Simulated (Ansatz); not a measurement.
# C2H4Cl2: the cost of one run

Program: Ansatz 0.2.0. Level of theory: the levels named in each step. These are calculated values, not measurements.

### 1 The starting structure

Bond lengths: C1–C2 1.510 Å, C2–Cl3 1.783 Å, C2–Cl4 1.782 Å, C1–H5 1.087 Å, C1–H6 1.088 Å, C1–H7 1.087 Å, C2–H8 1.092 Å. Angles: C1–C2–Cl3 110.6°, C1–C2–Cl4 110.5°, C1–C2–H8 112.7°, Cl3–C2–Cl4 109.0°, Cl3–C2–H8 106.9°, Cl4–C2–H8 107.0°, C2–C1–H5 110.5°, C2–C1–H6 109.6°, C2–C1–H7 109.6°, H5–C1–H6 109.3°, H5–C1–H7 108.6°, H6–C1–H7 109.2°.

As a file:

```xyz
8

C    -1.6804   -0.5966    0.3515
C    -0.2458   -0.1649    0.5426
Cl    0.8523   -1.2031   -0.4031
Cl   -0.0288    1.5280    0.0290
H    -1.9663   -0.5150   -0.6943
H    -1.7968   -1.6286    0.6771
H    -2.3350    0.0397    0.9410
H     0.0776   -0.2260    1.5834
```

### 2 A rough first relaxation, PBE-D4/def2-SVP

Input file input.yaml:

```yaml
crystal:
  periodic: [false, false, false]
  atoms:
    - { symbol: C, position_ang: [-1.68044, -0.59657, 0.3515] }
    - { symbol: C, position_ang: [-0.24577, -0.16494, 0.54264] }
    - { symbol: Cl, position_ang: [0.85231, -1.20314, -0.40306] }
    - { symbol: Cl, position_ang: [-0.0288, 1.528, 0.02897] }
    - { symbol: H, position_ang: [-1.96631, -0.515, -0.69431] }
    - { symbol: H, position_ang: [-1.79678, -1.62863, 0.67714] }
    - { symbol: H, position_ang: [-2.33501, 0.03968, 0.94104] }
    - { symbol: H, position_ang: [0.07758, -0.22597, 1.5834] }
basis:
  gaussian: { orbitals: def2-SVP }
hamiltonian:
  xc: pbe
  dispersion: d4
relax:
  f_tol: 0.03
  max_steps: 200
```

Launch:

```bash
> ansatz run input.yaml --threads 4 --pin off --max-ram 10240MiB --backend cpu --events-out ev --progress --plain --runs-dir out
```

Q: Estimate wall time and peak memory on 4 threads of Intel Xeon at 2.50GHz (Skylake/Cascade Lake), shared host.

About 17 s, with a peak of 0.13 GiB.
